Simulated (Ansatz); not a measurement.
Input for Ansatz (a first-principles code): U-wB97X-V/def2-TZVPPD on Cl (SMILES [Cl]), 2S+1 = 2. Files ending in .json are basis or fitting sets from the Basis Set Exchange.

Ansatz 0.2 input:
```yaml
crystal:
  periodic: [false, false, false]
  atoms:
    - {symbol: Cl, position_ang: [0.00000000, 0.00000000, 0.00000000]}
basis:
  gaussian:
    orbitals: def2-TZVPPD.json
hamiltonian:
  xc: {name: wB97X-V}
magnetization: {spin_polarized: true, initial_magnetization: 1}
```

The log:

```
WARN ansatz: RAYON_NUM_THREADS=2 ignored (pool sized by the plan → 2); use --threads N
Functional definition: wB97X-V
integrals: 0.01 GiB planned
327 factors; their error is unknown
integrals: 0.04 GiB planned
60 factors; integrals over basis functions are off by at most 9.2e-5 eV
mean field: 0.17 GiB planned
mean field evaluation 1: about -12519.3098 eV, gradient 4.2e0 eV
mean field evaluation 2: about -12519.3883 eV, gradient 8.2e-1 eV
mean field evaluation 4: about -12519.3933 eV, gradient 7.8e-2 eV
mean field evaluation 8: about -12519.4170 eV, gradient 1.9e-3 eV
mean field -12519.41702220 eV, -460.0800896001 hartree, gradient 6.7e-5 eV, S^2 0.752925; 0 other end points of the search recorded, 0 dependent functions left out
reference -12519.41702025 eV, -460.0800895287 hartree; 9, 8 occupied and 42, 43 virtual orbitals, 327 factors
Total energy: -12519.41702025 eV, -460.0800895287 hartree
```

The run converged.

Cost: very roughly 0.8 core-seconds.
